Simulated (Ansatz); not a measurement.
`CCCCCO` + H₂ → `CCCC` + CH₃OH  (hydrogenolysis of a C–C bond)

Calculated with Ansatz (gas phase, PBE0-D4/def2-TZVP geometries, no zero-point term in ΔE). CBS: MP2 limit from def2 TZ/QZ plus the TZ coupled-cluster correction, frozen cores. This one scheme is used for every species. DFT in def2-TZVPP. One conformer a species, not always the lowest.

Problem. Is it downhill or uphill in electronic energy at CCSD(T)/CBS, and by how much? (An estimate is asked.)

Solution. The calculation gave: Downhill: ΔE = -49.1 kJ/mol.

Problem. What do these levels give: BLYP-D4, ωB97X-V, revPBE, PBE0, HF/def2-SVP, SCS-MP2/def2-QZVPP? (Best estimate.)

Solution. The calculation gave: BLYP-D4 -50.4, ωB97X-V -49.9, revPBE -62.9, PBE0 -58.1, HF/def2-SVP -73.1, SCS-MP2/def2-QZVPP -51.7 kJ/mol.

Largest T1 diagnostic among the species: 0.009.

The D4 term adds +11.6 kJ/mol with B3LYP and +6.6 kJ/mol with PBE0; it sums over pairs of atoms, weighted by their polarisabilities, and B3LYP, whose exchange is more repulsive, gets the larger term. Leaving LDA and LC-ωPBE aside and taking each functional with its dispersion term where it has one, the values, not all of them listed here, spread over 14.7 kJ/mol, from B2PLYP to revPBE-D4. LDA lies +16.4 kJ/mol from PBE without D4. In def2-TZVPP, CCSD(T) changes the Hartree–Fock value by +26.3 kJ/mol (the triples alone add +5.1 kJ/mol) and MP2 by +29.7 kJ/mol.

B3LYP here is the variant with VWN-RPA as its local correlation; programs differ in this.
